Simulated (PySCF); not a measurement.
Delta-SCF ions had no search for a lower state. Excitations are Tamm–Dancoff values on a coarser integration grid. The basis has no diffuse functions, so Rydberg states are missing or too high.

**C4H6, SMILES `C#CCC` (charge 0, multiplicity 1)**

Method: PBE-D3(BJ)/def2-TZVP // B3LYP-D3(BJ)/def2-TZVP (PySCF).

HOMO: -6.44 eV
dipole moment: 0.179 e·Å
HOMO–LUMO gap: 6.49 eV
LUMO: 0.05 eV
S1 excitation (TDA): 6.54 eV
S1 oscillator strength: 0.000
T1 excitation (TDA): 5.48 eV
S1–T1 gap (TDA): 1.07 eV
vertical ionisation energy (Delta-SCF): 9.95 eV
total energy: -155.8096 Ha
cost: very roughly 100 core-seconds

```xyz
10

C      2.2501    -0.0022    -0.1446
C      1.0901    -0.2887    -0.0318
C     -0.3241    -0.6074     0.1186
C     -1.1318     0.5398     0.7399
H      3.2773     0.2470    -0.2469
H     -0.4225    -1.5056     0.7353
H     -0.7374    -0.8625    -0.8616
H     -0.7515     0.7871     1.7312
H     -2.1813     0.2570     0.8329
H     -1.0688     1.4354     0.1215
```
Charge 0, spin multiplicity 1.
